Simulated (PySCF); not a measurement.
# How methods differ on the electron affinity of Li

Li- [He] 2s2 (1S) → Li [He] 2s1 (2S), as a difference of total energies. Calculation: PySCF 2.14, in aug-cc-pCVQZ (9s8p6d4f2g, 109 functions); the non-relativistic Hamiltonian (point nucleus). Correlated levels: valence: 1s2 frozen; valence and next inner shell: nothing frozen. The calculations carry no spin-orbit coupling.

```json
{"method": "UHF", "electron affinity (eV)": "-0.123"}
{"method": "LDA", "electron affinity (eV)": "0.590"}
{"method": "PBE", "electron affinity (eV)": "0.511"}
{"method": "LC-wPBE", "electron affinity (eV)": "0.479"}
{"method": "wB97X-V", "electron affinity (eV)": "0.429"}
{"method": "wB97X", "electron affinity (eV)": "0.481"}
{"method": "MP2 (valence)", "electron affinity (eV)": "0.366"}
{"method": "SCS-MP2 (valence)", "electron affinity (eV)": "0.464"}
{"method": "MP2 (valence and next inner shell)", "electron affinity (eV)": "0.369"}
{"method": "SCS-MP2 (valence and next inner shell)", "electron affinity (eV)": "0.466"}
```

Task: Estimate what r2SCAN gives.

Result: 0.445 eV, closest to wB97X-V among the rows shown.

Task: Estimate what PBE0 gives.

Result: 0.493 eV, closest to wB97X among the rows shown.

Errors of the correlated levels include the incompleteness of this basis and the frozen core.

A negative affinity means that the anion lies above the atom at that level of theory.

In the anion the highest occupied orbital energy is positive at LDA, PBE, PBE0, r2SCAN, a self-interaction effect; the basis confines that electron, and the energy difference can still be sensible.

For comparison: 0.618 eV (measured; photodetachment measurements, as compiled on the Wikipedia data page of electron affinities).
